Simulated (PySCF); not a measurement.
## Single point on CH

State: ²Π (doublet), unpaired electrons π ↑.

An equivalent input (the run itself took its basis sets from the Basis Set Exchange, started from a PBE0 density and held the occupation σ 3α 3β, πy 1α 0β):

```python
from pyscf import gto, scf, cc
mol = gto.M(atom='H 0 0 0; C 0 0 1.135', basis={'H': 'def2-SVP', 'C': 'def2-SVP'},
            charge=0, spin=1, verbose=4, symmetry='C2v')
mf = scf.UHF(mol)
mf.irrep_nelec = {'A1': (3, 3), 'B2': (1, 0)}
mf.conv_tol = 1e-9
mf.max_cycle = 60
mf.diis_space = 10
mf.kernel()
mycc = cc.CCSD(mf, frozen=[[0], [0]])
mycc.run(conv_tol=1e-7, conv_tol_normt=1e-5, max_cycle=80, diis_space=8)
et = mycc.ccsd_t()
```

The SCF ended at -38.23372650 hartree. The coupled-cluster part of the log:

```
******** <class 'pyscf.cc.uccsd.UCCSD'> ********
CC2 = 0
CCSD nocc = (3, 2), nmo = (18, 18)
frozen orbitals [[0], [0]]
max_cycle = 80
direct = 0
conv_tol = 1e-07
conv_tol_normt = 1e-05
diis_space = 8
diis_start_cycle = 0
diis_start_energy_diff = 1e+09
Init t2, MP2 energy = -0.0787151106382617
Init E_corr(UCCSD) = -0.078715110640182
cycle = 1  E_corr(UCCSD) = -0.0948575642727162  dE = -0.0161424536  norm(t1,t2) = 0.0500395
cycle = 2  E_corr(UCCSD) = -0.0994840270484697  dE = -0.00462646278  norm(t1,t2) = 0.0240313
cycle = 3  E_corr(UCCSD) = -0.103294727613825  dE = -0.00381070057  norm(t1,t2) = 0.0138398
cycle = 4  E_corr(UCCSD) = -0.103164935235332  dE = 0.000129792378  norm(t1,t2) = 0.00347444
cycle = 5  E_corr(UCCSD) = -0.103218951831685  dE = -5.40165964e-05  norm(t1,t2) = 0.00126263
cycle = 6  E_corr(UCCSD) = -0.103211619100601  dE = 7.33273108e-06  norm(t1,t2) = 0.000376125
cycle = 7  E_corr(UCCSD) = -0.10321136069138  dE = 2.5840922e-07  norm(t1,t2) = 0.000103203
cycle = 8  E_corr(UCCSD) = -0.103212894383724  dE = -1.53369234e-06  norm(t1,t2) = 2.49874e-05
cycle = 9  E_corr(UCCSD) = -0.103211923982257  dE = 9.70401467e-07  norm(t1,t2) = 6.86891e-06
cycle = 10  E_corr(UCCSD) = -0.103212246503879  dE = -3.22521621e-07  norm(t1,t2) = 2.23693e-06
cycle = 11  E_corr(UCCSD) = -0.103212261032467  dE = -1.45285882e-08  norm(t1,t2) = 6.81552e-07
UCCSD converged
E(UCCSD) = -38.33693876428539  E_corr = -0.1032122610324667
UCCSD(T) correction = -0.00195515372053813
```

T1 diagnostic 0.010, D1 0.026, 5 electrons correlated.

Repeating this along the bond gives Re = 1.132 Å and ωe = 2890 cm⁻¹.

A point of this curve took 0.2 CPU seconds beside 0.0068 for the integrals (shared host).

Correlated steps freeze 1 core orbital. The state is the lowest determinant that a PBE0 search found; another state may lie lower at other levels.
